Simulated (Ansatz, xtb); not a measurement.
Relaxing a trial structure of C2H2F2O+

The starting geometry of this gas-phase doublet was built from a drawn formula by distance geometry and a force field; its bonds are those of `[O][C@H](F)[CH+]F`.

```yaml
atoms:
  - { symbol: C, position_ang: [-0.5579, -0.5366, -2.6863] }
  - { symbol: C, position_ang: [0.5937, 0.1548, -2.0436] }
  - { symbol: F, position_ang: [-0.4950, -0.3964, -4.0140] }
  - { symbol: F, position_ang: [0.5100, 1.3713, -1.4101] }
  - { symbol: O, position_ang: [-0.4516, -1.7798, -2.4276] }
  - { symbol: H, position_ang: [-1.4477, 0.0453, -2.3622] }
  - { symbol: H, position_ang: [1.6222, -0.1530, -2.1647] }
```

**Question.** Predict what becomes of its bonds when it is optimised with r2SCAN-D4/def2-SVP.

**Answer.** A new bond forms, giving a structure given below by its coordinates. Distances that change by over a tenth: C1–C2 (1.49 → 1.86 Å). Contacts that close: C2–O5 (2.23 → 1.35 Å).

The energy falls by 2.13 eV over 19 steps:

```csv
step,E − E(last) (eV)
1,2.127
3,1.249
5,1.144
7,1.078
9,1.041
11,0.641
13,0.074
15,0.015
17,0.000
19,0.000
```

Final geometry (Å):

```json
{"atom": "C", "x (Å)": "-0.7613", "y (Å)": "-0.4038", "z (Å)": "-2.9792"}
{"atom": "C", "x (Å)": "0.6879", "y (Å)": "-0.0390", "z (Å)": "-1.8734"}
{"atom": "F", "x (Å)": "-0.5670", "y (Å)": "-0.7910", "z (Å)": "-4.1723"}
{"atom": "F", "x (Å)": "0.5350", "y (Å)": "0.6944", "z (Å)": "-0.8487"}
{"atom": "O", "x (Å)": "-0.1414", "y (Å)": "-1.0977", "z (Å)": "-1.9999"}
{"atom": "H", "x (Å)": "-1.5935", "y (Å)": "0.2881", "z (Å)": "-2.7715"}
{"atom": "H", "x (Å)": "1.6139", "y (Å)": "0.0548", "z (Å)": "-2.4634"}
```

From the same start GFN2-xTB reaches the same bonding as this run.

No frequencies were run, so the end isn't proven a minimum. Open shells are spin-unrestricted. Run with Ansatz 0.2.0, 100 s on 1 thread of Intel(R) Xeon(R) Platinum 8488C (Sapphire Rapids), on a shared host.
